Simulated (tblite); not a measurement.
Compound: C4H5P.
Numbering: `[cH:1]1[cH:2][cH:3][pH:4][cH:5]1` (hydrogens: H6 on C1; H7 on C2; H8 on C3; H9 on P4; H10 on C5)

Computed with GFN2-xTB (tblite), gas phase: L-BFGS steps from a force-field or distance-geometry start until the largest atomic force falls under 0.01 eV/Å.

Step 0: E = -369.1452 eV
```
atom  x, y, z in Å  |  force x, y, z in eV/Å
C1     -0.3698   -1.0429    0.2659   -0.602   0.111  -0.051
C2      0.9644   -0.5922   -0.0082    0.521  -0.706   0.269
C3      1.0992    0.6479   -0.4695   -1.126   1.083   0.019
P4     -0.6023    1.4404   -0.6693    0.465  -1.344   0.321
C5     -1.3481   -0.1518    0.0142    0.759   0.902  -0.073
H6     -0.5760   -2.0310    0.6564    0.131   0.027  -0.080
H7      1.8158   -1.2424    0.1857   -0.198   0.062  -0.096
H8      2.0397    1.1303   -0.7055   -0.342  -0.009  -0.014
H9     -0.6076    2.1811    0.5401    0.086  -0.348  -0.167
H10    -2.4062   -0.3345    0.1675    0.306   0.221  -0.127
```

Task: Estimate the geometry and energy of step 1. (The exact step hangs on the optimiser's Hessian estimate; all steps are aligned on step 0, rigid shifts and turns removed.)

Result: E = -369.2161 eV, largest force 0.835 eV/Å
```
atom  x, y, z in Å  |  force x, y, z in eV/Å
C1     -0.3784   -1.0413    0.2652    0.236  -0.086  -0.030
C2      0.9718   -0.6023   -0.0044   -0.254   0.532  -0.140
C3      1.0831    0.6633   -0.4692   -0.609  -0.191   0.437
P4     -0.5957    1.4212   -0.6647    0.273  -0.770   0.175
C5     -1.3373   -0.1389    0.0132    0.074   0.660   0.061
H6     -0.5741   -2.0306    0.6553    0.030   0.019  -0.076
H7      1.8130   -1.2415    0.1843    0.137  -0.160  -0.035
H8      2.0348    1.1301   -0.7057   -0.446   0.031  -0.010
H9     -0.6064    2.1761    0.5377    0.071  -0.352  -0.219
H10    -2.4018   -0.3314    0.1656    0.488   0.315  -0.163
```

The energy changes by -0.0709 eV. The first-order estimate −F·Δx gives -0.1097 eV and the mean of the old and new forces, exact on a quadratic surface, -0.0705 eV. The step makes an angle of 0° with the force vector and moves no atom by more than 0.022 Å.

The cost below is that of the whole relaxation. On an AMD EPYC 9R45 with one thread, shared host, this took under 0.1 s.
